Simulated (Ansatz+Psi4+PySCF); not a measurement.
A calculation with Psi4 1.11.

```
molecule {
0 1
C 0.000000 0.000000 0.000000
H 0.629120 0.629120 0.629120
H -0.629120 -0.629120 0.629120
H 0.629120 -0.629120 -0.629120
H -0.629120 0.629120 -0.629120
}

set basis cc-pVTZ
set reference uhf
set scf_type pk
set mp2_type conv
set cc_type conv
set num_frozen_docc 1
energy('mp2')
```

The input is written out from the run's settings.

Results

* Converged: yes
* Reference energy: -40.21331 hartree
* Correlation energy: -0.19830 hartree
* Total energy: -40.41162 hartree
* Spin squared of the determinant: 0.000
* Occupied orbitals by symmetry in an Abelian subgroup (alpha; beta): 3 A1 1 B1 1 B2; 3 A1 1 B1 1 B2
